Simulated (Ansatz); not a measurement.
**BSi (quartet): the correlation ladder, aug-cc-pVDZ**

How much of the correlation energy of BSi (quartet) does each wave-function method recover here?

Computed with Ansatz 0.2.0, Gaussian basis. Level: aug-cc-pVDZ, core rule «outside noble gas», up to 6 orbitals frozen.

To be run: UHF; CCSD(T) on ROHF; CCSD(T) on UHF; BCCD(T) on ROHF; CISD; CCSDT(Q) on ROHF; CCSDT(Q) on UHF; CASSCF and MRCISD+Q, 7 electrons in 8 orbitals; CASSCF and NEVPT2, 7 electrons in 8 orbitals.

17 further runs of the same task are left out: 8 that didn't finish, 9 set aside as unsound or not needed.

### Step 1. The system

The geometry is a PBE0/def2-TZVPD stationary point (not a proven minimum) of the parent state, kept for this charge and spin.

2 atoms, charge 0, spin multiplicity 4.

Atoms are counted from 1 here; the program's logs count them from 0.

Bond lengths: Si1–B2 1.853 Å.

### Step 2. UHF

File in.yaml:

```yaml
crystal:
  periodic: [false, false, false]
  atoms:
    - {symbol: Si, position_ang: [0.000000, 0.000000, 0.000000]}
    - {symbol: B, position_ang: [0.000000, 0.000000, 1.853300]}
basis:
  gaussian: {orbitals: aug-cc-pVDZ}
magnetization: {spin_polarized: true, initial_magnetization: 3}
hamiltonian: {xc: hf}
output: {orbitals: {seedname: orbitals}}
```

Started as:

```sh
> ansatz run in.yaml --threads 1 --pin off --events-out ev --progress --plain --max-ram 2393MiB
```

Further steps of the session: CCSD(T) on ROHF; CCSD(T) on UHF; BCCD(T) on ROHF; CISD; CCSDT(Q) on ROHF; CCSDT(Q) on UHF; CASSCF and MRCISD+Q, 7 electrons in 8 orbitals; CASSCF and NEVPT2, 7 electrons in 8 orbitals.

Before running them: what should the planned runs give, taken together? Wanted: UCCSDT(Q) below the RHF energy; RMP2 from UCCSDT(Q); UMP2 from UCCSDT(Q); RCCSD from UCCSDT(Q); RCCSD(T) from UCCSDT(Q); UCCSD(T) from UCCSDT(Q); RCCSDT(Q) from UCCSDT(Q); NEVPT2 valence from UCCSDT(Q); MRCISD+Q valence from UCCSDT(Q).

**Answer**, as computed:

```
                         quantity                                        value
   UCCSDT(Q) below the RHF energy                                   -4.1194 eV
              RMP2 from UCCSDT(Q)                                +105.2 kJ/mol
              UMP2 from UCCSDT(Q)                                +106.3 kJ/mol
             RCCSD from UCCSDT(Q)                                 +26.1 kJ/mol
          RCCSD(T) from UCCSDT(Q)                                  +6.8 kJ/mol
          UCCSD(T) from UCCSDT(Q)                                  +6.7 kJ/mol
         RCCSDT(Q) from UCCSDT(Q)                                  +0.1 kJ/mol
    NEVPT2 valence from UCCSDT(Q)                                 +60.2 kJ/mol
  MRCISD+Q valence from UCCSDT(Q)                                  +0.4 kJ/mol
levels within 1 kcal/mol (43 meV)  RCCSDT, UCCSDT, RCCSDT(Q), MRCISD+Q valence
                    T1 diagnostic                                        0.045
   effectively unpaired electrons                                         3.05
```

In words: RCCSD(T) lands +6.8 kJ/mol from the yardstick (1.7 % of the correlation energy). The occupations are near whole numbers, but T1 = 0.045 shows that the orbitals relax strongly. Of the multireference levels listed MRCISD+Q valence comes nearest in total energy (+0.4 kJ/mol), which doesn't show that its space is the better one. These misses are within one basis, not against nature; the frozen cores of restricted and unrestricted runs differ, which can shift their rows.
